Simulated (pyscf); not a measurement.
Hydrogen abstraction: GaH₃ + CH₃• -> GaH₂• + CH₄

Gas phase, doublet surface, charge 0. Bonds broken: Ga1–H2. Bonds formed: H2–C5. PySCF, gas phase, ωB97X-D3(BJ)/def2-SVP geometries. MP2 and CC: frozen core, UHF for open shells. ΔMP2 is the change of the MP2 total energy from the triple- to the quadruple-zeta basis.

Transition state (Å):

```xyz
8

Ga    -1.6961    -1.1251     0.6941
H     -0.8407    -0.1017    -0.2660
H     -1.0657    -2.4864     1.1761
H     -3.1603    -0.7639     1.1504
C      0.0787     0.9800    -1.2828
H     -0.0899     1.9304    -0.7670
H      1.0756     0.5379    -1.1913
H     -0.4357     0.8423    -2.2390
```

One imaginary mode, 560i cm⁻¹; descent along it reached the two sides named.

| bond | change | reactant side (Å) | saddle | product side |
|---|---|---|---|---|
| Ga1–H2 | breaks | 1.567 | 1.643 | 3.6 |
| H2–C5 | forms | 3.0 | 1.746 | 1.100 |

Electronic energies relative to the separated reactants (kcal/mol):

| level | barrier | reaction energy | reverse barrier |
|---|---|---|---|
| ωB97X-D3(BJ)/def2-TZVP | 4.4 | -26.1 | 30.5 |
| PBE/def2-TZVP | -0.3 | -29.6 | 29.4 |
| r²SCAN/def2-TZVP | 3.2 | -25.5 | 28.7 |
| B3LYP-D3(BJ)/def2-TZVP | 2.4 | -27.7 | 30.1 |
| PBE0-D3(BJ)/def2-TZVP | 2.2 | -28.0 | 30.2 |
| M06-2X/def2-TZVP | 4.4 | -30.9 | 35.3 |
| ωB97M-D3(BJ)/def2-TZVP | 5.1 | -28.1 | 33.3 |
| HF/def2-TZVP | 15.3 | -20.6 | 35.8 |
| MP2/def2-QZVPP | 6.9 | -27.3 | 34.2 |
| CCSD/def2-TZVPP | 7.5 | -25.2 | 32.6 |
| CCSD(T)/def2-TZVPP | 6.2 | -25.9 | 32.1 |
| CCSD(T)/def2-TZVPP + ΔMP2(QZVPP) | 6.1 | -25.6 | 31.7 |

With CCSD(T)/def2-TZVPP + ΔMP2(QZVPP) energies and thermal terms (ideal gas, 1 atm, RRHO with modes under 100 cm⁻¹ raised to 100, one conformer, R ln 2 for rigid chiral ones), in kcal/mol:

| T (K) | ΔH‡ | ΔG‡ | ΔH | ΔG |
|---|---|---|---|---|
| 298 | 6.0 | 13.1 | -21.8 | -21.6 |
| 600 | 6.4 | 20.1 | -22.6 | -21.1 |
| 900 | 7.1 | 26.7 | -23.2 | -20.2 |
| 1200 | 7.8 | 33.2 | -23.7 | -19.1 |

At PBE this geometry lies under the reactants; that is no barrier but a single point on another level's saddle; such a level's own saddle, if it has one, lies nearer that side and is low. One saddle was located; it need not be the lowest between these sides. The angle at the transferred H is 180°. The CCSD(T) − MP2 part came from Ansatz, without density fitting, on the same reference. The frozen core leaves the outer d or s,p core shells of the metals and heavy elements correlated in the MP2 and CC values, and def2-TZVPP describes them poorly, which can shift differences by a few kcal/mol. Elements up to Kr have no core potential and no relativistic terms here.
